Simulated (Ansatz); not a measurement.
Reaction (SMILES): N (NH3) → NH3+ (doublet, bonded as N) + e-
B3LYP-D3(BJ)/def2-TZVP geometries, fixed; electronic energies without zero-point terms.
Largest species:
```xyz
4

N      0.0022    -0.0038     0.1116
H     -0.0020     0.9512    -0.2281
H      0.8095    -0.4644    -0.2929
H     -0.8232    -0.4600    -0.2599
```
Charge 0, spin multiplicity 1.

Effect of the final integration grid (spheres per factor e of radius in core and valence, angular degree) at PBE/aug-cc-pVQZ with Ansatz (a quantum-chemistry and plane-wave program), against the last row, where the adiabatic ionisation energy is 10.21 eV. Open shells are unrestricted. The default's grid is 13, 11, 36.

```
setting                     largest shift of a total energy (mEh)  shift of the adiabatic ionisation energy (eV)
--------------------------  -------------------------------------  ---------------------------------------------
accuracy: medium (default)                                  0.000                                          0.000
final_grid: 4, 3, 11                                        0.502                                          0.002
final_grid: 6, 5, 17                                        0.074                                         -0.003
final_grid: 8, 7, 23                                        0.007                                          0.000
final_grid: 10, 9, 29                                       0.000                                          0.000
final_grid: 18, 15, 47                                      0.000                                          0.000
final_grid: 26, 22, 59                                      0.000                                          0.000
```

Within 0.002 eV in the adiabatic ionisation energy: accuracy: medium (default); final_grid: 4, 3, 11; final_grid: 8, 7, 23; final_grid: 10, 9, 29; final_grid: 18, 15, 47. The largest shift is 0.502 mEh in a total energy and 0.003 eV in the difference.
